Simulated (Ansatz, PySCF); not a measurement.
Molecule: CH₃O, charge 0, multiplicity 2. SMILES: C[O]
Geometry from a B3LYP-D3(BJ)/def2-TZVP (Ansatz, a first-principles code) optimisation:
```xyz
5

C      0.0422    -0.5697     0.0421
O     -0.0449     0.7878    -0.0350
H      1.0743    -0.9437    -0.0130
H     -0.4948    -0.9923     0.9030
H     -0.4741    -0.9483    -0.8625
```
Charge 0, spin multiplicity 2.

Quantity: size of the dipole moment, in D. Conventions: dispersion terms only where a functional's name holds one; no spin-orbit coupling; UHF or UKS for open shells; 6-311+G** with 5d; 6-31G* and kin with 6d, 5d where marked; non-relativistic. Ab initio and DFT rows: single points at B3LYP-D3(BJ) geometries (Ansatz).

```csv
level,program,size of the dipole moment (D)
PBE/STO-3G,Ansatz,1.20
PBE/6-311+G**,Ansatz,2.29
B3LYP/STO-3G,Ansatz,1.23
B3LYP/6-31G*,Ansatz,1.98
B3LYP/def2-SVP,Ansatz,1.99
B3LYP/cc-pVDZ,Ansatz,1.90
M06-2X/6-311+G**,PySCF,2.19
```

No value to compare with is used here. The 7 habitual levels span 1.20 (PBE/STO-3G) to 2.29 D (PBE/6-311+G**).

The levels are drawn from those run, B3LYP/6-31G* more often than the rest, none by its result; runs whose electronic state is in doubt are left out.
